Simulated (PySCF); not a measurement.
Run record: geometry optimisation, `c1c[p-]cp1`.

Computed with PBE0-D3(BJ)/def2-SVP geometry optimisation, gas phase (PySCF 2.14.0). Start geometry: GFN2-xTB. The input is one job of a driver script: a line of settings, then coordinates in Å.

Input:
```
{"job": {"xc": "PBE0", "basis": "def2-SVP", "d3": "d3bj", "grid": 1, "kind": "geom"}, "charge": -1, "multiplicity": 1}
C     -0.803491     0.735729     0.300056
C     -0.977298    -0.487110    -0.290125
P      0.454655    -1.415680    -0.649210
C      1.515019    -0.207965    -0.016170
P      0.832650     1.240485     0.632243
H     -1.640040     1.378296     0.556746
H     -1.960719    -0.878255    -0.531789
H      2.588282    -0.356088    -0.026317
```

Output:
```
step   0  E = -798.16687272  max force = 0.012825
step   1  E = -798.16842087  max force = 0.002202
step   2  E = -798.16842846  max force = 0.001504
step   3  E = -798.16844379  max force = 0.000299
step   4  E = -798.16844398  max force = 0.000089
optimisation converged
```

Energies in Eh; «max force» is the largest Cartesian gradient component in Eh/bohr.

Give the first gradient maximum in eV/Å.

With 1 Eh/bohr = 51.422 eV/Å, 0.659 eV/Å.

How much energy does the optimisation release, in kcal/mol?

E(step 0) − E(last step) = 0.001571 Eh, which is 1.0 kcal/mol.

Main results: final energy -798.16844 Eh after 4 steps.

Where do the atoms end?

0.025 Å rms from the input after alignment:
```
atom  x, y, z in Å
C1    -0.8156    0.7224    0.3173
C2    -0.9934   -0.5190   -0.2827
P3     0.4577   -1.4500   -0.6407
C4     1.5391   -0.2382   -0.0043
P5     0.8405    1.2205    0.6494
H6    -1.6674    1.3663    0.5747
H7    -1.9929   -0.9057   -0.5228
H8     2.6254   -0.3894   -0.0130
```

Estimate the wall time. Hardware: an Arm Neoverse V2 with one thread, on a shared host. And the peak memory of the process?

About 11 s, with 0.50 GiB resident at the peak, the Python interpreter and its libraries included.
Labels such as C1 count atoms from 1, the log's own numbers from 0.
